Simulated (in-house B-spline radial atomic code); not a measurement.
Values are calculated unless marked as measured or tabulated.
# Mg ion on Al atom: potential, deflection and energy transfer

The pair potential comes from two frozen, spherical free-atom densities (PBE, B-spline radial code, scalar-relativistic past argon): electrostatics plus the change in Thomas-Fermi kinetic and Dirac exchange energy where they overlap, the recipe behind the universal ZBL potential, which averages such potentials (from solid-state densities) over many pairs. It is written V = (Z1 Z2 e²/r) φ(r/a), with e² = 14.3996 eV·Å and a = 0.46850 Å/(Z1^0.23 + Z2^0.23); ZBL's fit is φ = 0.18175 e^(−3.1998x) + 0.50986 e^(−0.94229x) + 0.28022 e^(−0.4029x) + 0.02817 e^(−0.20162x). Where φ falls below 4e-4 it is continued as an exponential.

Masses 24.3 and 26.98 u.

| x = r/a | φ, this pair | φ, ZBL |
| --- | --- | --- |
| 0.1 | 0.9057 | 0.8928 |
| 0.25 | 0.7884 | 0.7647 |
| 0.5 | 0.6447 | 0.6096 |
| 1 | 0.4535 | 0.4164 |
| 1.5 | 0.3311 | 0.2995 |
| 2 | 0.2459 | 0.2218 |
| 3 | 0.143 | 0.1292 |
| 4 | 0.08841 | 0.08026 |
| 5 | 0.05579 | 0.05224 |
| 6.5 | 0.02923 | 0.02914 |
| 8 | 0.01702 | 0.01705 |
| 10 | 0.009381 | 0.008778 |
| 12 | 0.005211 | 0.00474 |
| 14.5 | 0.002223 | 0.002328 |
| 17 | 0.0007589 | 0.001212 |

(1) At x = 3 the electrostatic, kinetic and exchange parts are 133.16, 748.0 and -64.04 eV. Find r, V and φ.

(2) The ion comes in at 3.258 keV with impact parameter 0.0655 Å. The scattering integral gives a centre-of-mass angle of 141.8° and a closest approach of 2.247 a. What are the reduced energy, the energy passed on and the laboratory angles?

## Answers

(1) a = 0.46850/(1.7710 + 1.8039) = 0.13105 Å, so r = 0.39316 Å. V = 133.16 + 748.0 + (-64.04) = 817.12 eV. The bare repulsion is 12 × 13 × 14.3996/0.39316 = 5713.5 eV, so φ = 0.1430, +10.7 % against ZBL's 0.1292. The kinetic (Pauli) term is 92 % of V here.

(2) ε = E a M2/(Z1 Z2 e² (M1 + M2)) = 3258 × 3.0695e-05 = 0.1. The most that one collision can pass on is γE with γ = 4 M1 M2/(M1 + M2)² = 0.9973. Here T = γE sin²(θ/2) = 0.9973 × 3258 × 0.893 = 2901 eV. The ion turns by arctan(sin θ/(cos θ + M1/M2)) = 79.5°, and the struck atom leaves at (180° − θ)/2 = 19.1°. The closest approach is 0.295 Å. With ZBL the angle would be 139.86° and T = 2866 eV.
